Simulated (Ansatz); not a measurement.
# Active spaces for CH₄S, singlet

Computed with Ansatz's Gaussian-basis code (development build). Basis cc-pVDZ on C/H, cc-pV(D+d)Z on S, nonrelativistic, 6 orbitals frozen in the corrections. State-specific CASSCF; RHF is the lowest restricted (open-shell) Hartree–Fock solution met. On stretched bonds single-reference methods can fail or change state. Solutions may break the symmetry of the shape. The lowest solution met needn't be the lowest there is, nor hold the orbitals that a chemist would pick.

Geometry:

| atom | x (Å) | y (Å) | z (Å) |
| --- | --- | --- | --- |
| C | 0.0000 | -0.0153 | -1.5061 |
| S | 0.0000 | 0.0837 | 0.8505 |
| H | 0.0000 | -1.2395 | 1.0646 |
| H | 0.0000 | 1.0154 | -1.8616 |
| H | 0.8923 | -0.5119 | -1.8873 |
| H | -0.8923 | -0.5119 | -1.8873 |

Question: What do CASSCF and its corrections give against RHF in CAS(2,2), and what are the occupations?

Answer: CASSCF -0.914 eV, SC-NEVPT2 -8.072 eV; occupations 1.88, 0.12.

Question: How do single-reference totals in the same basis and frozen core stand against SC-NEVPT2 in CAS(2,2)?

Answer: CCSD(T) -1.245 eV, CCSDT -1.273 eV. Coupled cluster stands on the determinant that it favours, which can lie over the RHF solution above, and is in doubt where the occupations are far from 0, 1 and 2.

Question: Roughly how much CPU time does a whole run from the default start take (median of such runs, summed over threads; nearly all runs on one pinned thread of a shared server, mostly Xeon at 2.3 to 2.6 GHz, by a development driver)?

Answer: CAS(2,2): about 2.3 s. Other jobs ran beside these, and the count of passes differs.
